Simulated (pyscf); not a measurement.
Single points on ωB97X-D3(BJ)/def2-SVP structures (PySCF, gas phase).

Task: For CH₄ (SMILES C) + [H₃C–Al–NH₂]• (SMILES [CH3][Al][NH2]) -> H₃C–Al(CH₃)–NH₂ (SMILES [CH3][Al]([CH3])[NH2]) + H• (SMILES [H]), a substitution at C (doublet surface; C–H broken, Al–C formed), PBE/def2-TZVP gives ΔE‡ = 41.8 kcal/mol and ΔE = +27.4 kcal/mol (zero: the separated reactants). In which direction and how far do B3LYP-D3(BJ)/def2-TZVP, M06-2X/def2-TZVP, ωB97M-D3(BJ)/def2-TZVP move these?

Result: B3LYP-D3(BJ): ΔE‡ = 46.3 kcal/mol, ΔE = +28.1 kcal/mol; M06-2X: ΔE‡ = 48.4 kcal/mol, ΔE = +25.5 kcal/mol; ωB97M-D3(BJ): ΔE‡ = 47.8 kcal/mol, ΔE = +23.1 kcal/mol. PBE's barrier lies under all of them, by 4.5 to 6.6 kcal/mol. Its reaction energy lies among theirs. Low barriers are usual for a GGA, whose delocalisation error favours stretched bonds. One saddle was located; it need not be the lowest between these sides. The angle at the attacked C is 162°.
